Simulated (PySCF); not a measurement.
**NMR data sheet: Acetyl fluoride**

- Formula: C2H3FO
- SMILES: CC(=O)F
- InChI: InChI=1S/C2H3FO/c1-2(3)4/h1H3
- Point group of the computed structure: Cs
- Degrees of unsaturation: 1
- Carbon signals: 2
- Proton signals: 1

Bonds (- single, = double, # triple, : aromatic): C1-C2 1.485 Å, C2=O3 1.178 Å, C2-F4 1.369 Å. C1 carries H5, H6, H7.

Method: NMR shieldings at PBE0/pcSseg-1/GIAO, GFN2-xTB geometry, B3LYP/pcJ-1 coupling constants, in PySCF 2.14 (a single conformation, isolated molecule, non-relativistic Hamiltonian, fast rotation and ring inversion assumed for equivalent nuclei).

Shifts are taken against calculated references (same method and geometry level): 1H (σ = 31.72 ppm), 13C (σ = 186.93 ppm) vs TMS; 19F (σ = 170.95 ppm) vs CFCl3; 17O (σ = 336.08 ppm) against H2O.

| carbon | δC, type | δH (multiplicity, J in Hz) | HMBC from (abs. J ≥ 3 Hz) | span of the C tensor (ppm) |
| --- | --- | --- | --- | --- |
| C1 | 20.1, CH3 | 2.24 (d, 6.3) | – | 46 |
| C2 | 168.8, C | – | H5/H6/H7 | 216 |

Other nuclei:
```
atoms  nucleus           environment  δ (ppm)  σ (ppm)
   F4      19F  fluorine bonded to C     58.1    112.8
   O3      17O       carbonyl oxygen    466.2   -130.1
```

Selected couplings (Hz, signed; the shortest-range and largest first, 30 at most; isotopes 13C, 19F, 1H): 1J(C2,F4) -413.0, 1J(C1,H5) 137.4, 1J(C1,C2) 69.4, 2J(C1,F4) 60.4, 3J(F4,H5) 6.3.

Carbon types of the structure: 1 × C, 1 × CH3, which accounts for all hydrogens. δC 168.8: carbonyl carbon. δC 20.1: methyl carbon α to a carbonyl; the adjacent C=O deshields it moderately. δH 2.24: hydrogen on a methyl carbon α to a carbonyl; α to C=O.

Common functionals overestimate the size of one-bond C–F couplings by tens of Hz; these are unscaled. Splittings below 1 Hz are ignored in the labels, and close J values are merged. Shifts are as computed. Against solution values, carbons near 30 ppm lie about +3 ppm off and those near 130 ppm about +5 ppm. Of 1211 compounds with measured shifts, 218 miss one by over three times the rms of a fit or turn the order of signals round; such compounds aren't used in these exercises. Unscaled 19F shifts against computed CFCl3 carry errors that often reach 10 to 50 ppm. Unscaled 17O shifts of doubly bonded oxygen tend to come out too high, by tens of ppm or more. Experimental scales use liquid or dissolved standards, which lie at an offset from isolated H2O (liquid H2O: subtract about 36 ppm).
